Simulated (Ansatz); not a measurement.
We consider SiSe₂ (Ibam, No. 72), described by PBE-D3(BJ) (Ansatz, a program for electronic structure, PAW).

Settings: plane-wave cutoff 500 eV, 10×10×10 k mesh, Fermi–Dirac smearing 0.05 eV, scalar-relativistic PAW data made under PBE.

Cell (relaxed at this level):

```cif
data_Se8Si4
_chemical_formula_sum 'Si4 Se8'
_space_group_name_H-M_alt 'Ibam'
_space_group_IT_number 72
_space_group_name_Hall '-I 2 2c'
_cell_length_a 5.85383
_cell_length_b 9.49696
_cell_length_c 5.83784
_cell_angle_alpha 90.000
_cell_angle_beta 90.000
_cell_angle_gamma 90.000
loop_
_atom_site_label
_atom_site_type_symbol
_atom_site_symmetry_multiplicity
_atom_site_Wyckoff_symbol
_atom_site_fract_x
_atom_site_fract_y
_atom_site_fract_z
_atom_site_occupancy
Si1 Si 4 a 0.00000 0.00000 0.25000 1
Se1 Se 8 j 0.22276 0.12626 0.00000 1
```
(The calculation used a cell of 6 atoms; values per cell refer to that cell.)

### Question
What does this level give for the band gap?

### Answer

- band gap = 1.48 eV (on the SCF k mesh)

Spin–orbit coupling is not included.

The computed numbers hold no vibrational or temperature effects.
